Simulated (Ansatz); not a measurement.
Born effective charge (magnitude) (e) along a series of related solids, from PBE (Ansatz, a first-principles code, plane waves, PAW).

| solid | PBE |
|---|---|
| rock-salt KF | 1.13 |
| rock-salt KCl | 1.13 |
| rock-salt KBr | 1.14 |
| rock-salt KI | 1.16 |

Members of the series are missing where a level wasn't run or failed, where a doubt is noted on the run or the magnetic state, for phases of high temperature or layered ones, and where values are held back for tests.

Spin–orbit coupling is left out, also for the solids with elements from indium on (rock-salt KI); its size isn't shown.

Each level is taken at its own relaxed cell. Ansatz's density-functional and Hartree–Fock values are scalar-relativistic unless marked +SOC, with PAW data made under PBE.
